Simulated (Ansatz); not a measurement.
[NH$_{2}$···H···CH$_{3}$], doublet: transfer scan

Starting geometry:

```xyz
8

N    -1.1459   -0.0178   -0.0277
H    -1.4432    0.9501   -0.0277
H    -1.4432   -0.4201    0.8526
H    -0.1335   -0.0178   -0.0277
C     1.2701   -0.0178   -0.0277
H     1.2701   -1.0978   -0.0277
H     1.2701    0.5222    0.9077
H     1.2701    0.5222   -0.9630
```

From there atom H4 is moved from one fragment to the other while all else, the fragments' distance too, stays fixed; atoms are numbered as listed. Energies are in eV, counted from the starting geometry at the same level. Kohn–Sham curves are unrestricted where that lies lower.

Basis cc-pVDZ; Ansatz 0.2.0. Correlated methods freeze the noble-gas cores. Prefix R: restricted or restricted open-shell reference; prefix U: unrestricted.

For open shells CISD is restricted-active-space CI with the open shells as a complete middle space.

Full CI isn't at hand for all of this; UCCSDT(Q) serves as the reference, and is uncertain by the last step of the cluster series or more. The frozen core follows each run's orbitals, which can shift R against U totals by a few meV.

```tsv
distance N1-H4 (Å)	UCCSDT(Q)	curve A	curve B	curve C	curve D
1.012	0.000	0.000	0.000	0.000	0.000
1.057	0.040	0.017	0.071	0.041	0.134
1.147	0.245	0.171	0.338	0.249	0.543
1.236	0.494	0.382	0.609	0.498	0.916
1.326	0.760	0.645	0.860	0.763	1.015
```

(1) The curves come from CISD, RCCSD(T), RHF, RPA-PBE. Compare each with UCCSDT(Q) and say which is which.

In so small a basis both RPA and the reference are far from their limits and near them at different rates, so the difference would change in a larger set.

## Answers

(1) A: RPA-PBE, B: CISD, C: RCCSD(T), D: RHF. Spread of the error against UCCSDT(Q), over the points where both stand: A 0.115, B 0.115, C 0.004, D 0.422 eV.
